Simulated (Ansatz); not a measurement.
Process, species as SMILES: Cl (HCl) → HCl+ (doublet, bonded as Cl) + e-
B3LYP-D3(BJ)/def2-TZVP geometries, fixed; electronic energies without zero-point terms.
Largest species:
```xyz
2

Cl     0.0000     0.0000    -0.0712
H      0.0000     0.0000     1.2108
```

Basis-set convergence of the adiabatic ionisation energy at MP2 with Ansatz (a first-principles code). Cartesian d functions, on some or all atoms, in 6-31G*, 6-311G**, 6-311+G**; all else is spherical. Cores are frozen. Open shells are unrestricted. No added dispersion term, no relativity. Functions are those of the species that has most. Reference: Hartree-Fock in aug-cc-pV(5+d)Z plus the correlation part extrapolated as X^-3 from aug-cc-pV(Q+d)Z and aug-cc-pV(5+d)Z, 12.897 eV, itself unsure by roughly 0.014 eV (a third of the extrapolation step and of the last Hartree-Fock step). Deviations are taken from unrounded values.

| basis | functions | adiabatic ionisation energy (eV) | minus reference (eV) |
|---|---|---|---|
| 3-21G | 15 | 12.208 | -0.688 |
| def2-SV(P) | 20 | 12.177 | -0.720 |
| 6-31G* | 21 | 12.249 | -0.647 |
| pcseg-1 | 23 | 12.415 | -0.481 |
| 6-311G** | 33 | 12.347 | -0.549 |
| def2-SVPD | 35 | 12.606 | -0.291 |
| 6-311+G** | 37 | 12.319 | -0.577 |
| aug-cc-pV(D+d)Z | 41 | 12.595 | -0.302 |
| def2-TZVP | 43 | 12.626 | -0.271 |
| 6-311++G(2d,2p) | 45 | 12.575 | -0.322 |
| cc-pV(T+d)Z | 53 | 12.660 | -0.237 |
| def2-TZVPD | 55 | 12.669 | -0.228 |
| aug-cc-pV(T+d)Z | 78 | 12.732 | -0.165 |
| pcseg-3 | 97 | 12.769 | -0.128 |
| aug-cc-pV(Q+d)Z | 135 | 12.818 | -0.079 |
| cc-pV(5+d)Z | 155 | 12.838 | -0.059 |
| pcseg-4 | 166 | 12.829 | -0.067 |
| aug-cc-pV(5+d)Z | 216 | 12.856 | -0.041 |
